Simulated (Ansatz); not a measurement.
**CH4Si (triplet): from Hartree-Fock to the top rungs at distance C1–H5 along a hydrogen transfer = 1.251 Å, cc-pVDZ**

An exercise on one series of results from a longer session: the logs are not shown, and one member is left open.

Program: Ansatz 0.2.0, Gaussian basis. Level of theory: cc-pVDZ, core rule «outside noble gas», up to 6 orbitals frozen. These are calculated values, not measurements.

The runs, in order: UHF; CCSD(T) on ROHF; CCSD(T) on UHF; BCCD(T) on ROHF; CISD; CCSDT(Q) on ROHF; CCSDT(Q) on UHF; CASSCF and MRCISD+Q, 4 electrons in 4 orbitals; CASSCF and NEVPT2, 4 electrons in 4 orbitals.

7 further runs of the same task are left out: 1 for a mislabelled method, 4 that didn't finish, 2 set aside as unsound or not needed.

## The geometry

The geometry derives from fragments relaxed apart (PBE0/def2-TZVP) and kept rigid, so it is no stationary point. A hydrogen atom is moved between rigid fragments.

6 atoms, charge 0, spin multiplicity 3.

Atoms are counted from 1 here; the program's logs count them from 0.

Bond lengths: C1–H2 1.090 Å, C1–H3 1.090 Å, C1–H4 1.090 Å, C1–H5 1.251 Å, H5–Si6 1.655 Å. Angles: H2–C1–H3 109.5°, H2–C1–H4 109.5°, H2–C1–H5 109.5°, H3–C1–H4 109.5°, H3–C1–H5 109.5°, H4–C1–H5 109.5°, C1–H5–Si6 180.0°.

Set-up of the first run:

in.yaml

```yaml
crystal:
  periodic: [false, false, false]
  atoms:
    - {symbol: C, position_ang: [-1.853227, 0.000000, 0.000000]}
    - {symbol: H, position_ang: [-2.216433, 1.027301, 0.000000]}
    - {symbol: H, position_ang: [-2.216433, -0.513650, 0.889668]}
    - {symbol: H, position_ang: [-2.216433, -0.513650, -0.889669]}
    - {symbol: H, position_ang: [-0.602227, 0.000000, 0.000000]}
    - {symbol: Si, position_ang: [1.052773, 0.000000, 0.000000]}
basis:
  gaussian: {orbitals: cc-pVDZ}
magnetization: {spin_polarized: true, initial_magnetization: 2}
hamiltonian: {xc: hf}
output: {orbitals: {seedname: orbitals}}
```

Launch:

```
$ ansatz run in.yaml --threads 1 --pin off --events-out ev --progress --plain --max-ram 2393MiB
```

Steps of the session up to this table: UHF; CCSD(T) on ROHF; CCSD(T) on UHF; BCCD(T) on ROHF; CISD; CCSDT(Q) on ROHF; CCSDT(Q) on UHF; CASSCF and MRCISD+Q, 4 electrons in 4 orbitals; CASSCF and NEVPT2, 4 electrons in 4 orbitals.

One table of the session follows, with a row left open; its other results are not shown here.

```
       method  from UCCSDT(Q) (meV)
         ROHF               +7394.9
          UHF               +7264.5
         RMP2               +1330.4
         UMP2                     ?
         CISD                +843.6
        RCCSD                +225.6
        UCCSD                +222.5
     RCCSD(T)                 +36.4
     UCCSD(T)                 +35.8
      BCCD(T)                 +35.8
       RCCSDT                  +9.2
       UCCSDT                  +9.0
    RCCSDT(Q)                  +0.3
    UCCSDT(Q)                     0
  CASSCF pair               +6854.7
  MRCISD pair                +739.0
MRCISD+Q pair                 +53.8
```

Q: Estimate the row for UMP2 from the others.

As computed: from UCCSDT(Q) (meV): +1336.8. In the column «from UCCSDT(Q) (meV)» it lies between RMP2 (+1330.4) and CASSCF pair (+6854.7).

Not comparable, so not listed: CASSCF and NEVPT2, 4 electrons in 4 orbitals (they don't share determinant, frozen orbitals or solution with the rows shown, or repeat one).

Caveats from the session: Restricted and unrestricted rows rest on different reference determinants; where their highest levels disagree by more than a few hundredths of an eV, they describe different states and don't form one ladder. Warnings in the runs' records: passed over end.
